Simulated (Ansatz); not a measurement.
## C3H7NO: which of these isomers lies lowest?

2 of its isomers, all singlets with charge 0: A = propionamide `CCC(N)=O`; B = `NCCC=O`.

Shapes, held fixed at every level: PBE0-D4/def2-TZVP. Flexible molecules stand in one conformer, not always the lowest. Programs: Ansatz 0.2.0.

Electronic energies in kJ/mol, without zero-point or thermal terms.

Question: Which isomer should be the most stable, and roughly by how much?

Answer: A < B in rising energy, over a span of 108 kJ/mol, by CCSD(T)/CBS estimate. All levels agree on that. The B − A difference spans +107.3 to +131.8 kJ/mol over the levels. The CBS estimate extrapolates MP2 from def2-TZVPP and def2-QZVPP and adds CCSD(T) − MP2 in the triple-zeta set, cores frozen.

| level | kind | B − A |
| --- | --- | --- |
| SPW92/def2-TZVPP | LDA | +131.8 |
| PBE-D4/def2-TZVPP | GGA | +118.8 |
| B3LYP-D4/def2-TZVPP | global hybrid | +116.3 |
| B2PLYP/def2-TZVPP | double hybrid | +114.0 |
| CCSD(T)/def2-SVP | coupled cluster or CI | +112.3 |
| CCSD(T)/def2-TZVPP | coupled cluster or CI | +107.3 |
| CCSD(T)/CBS estimate | coupled cluster or CI | +108.0 |
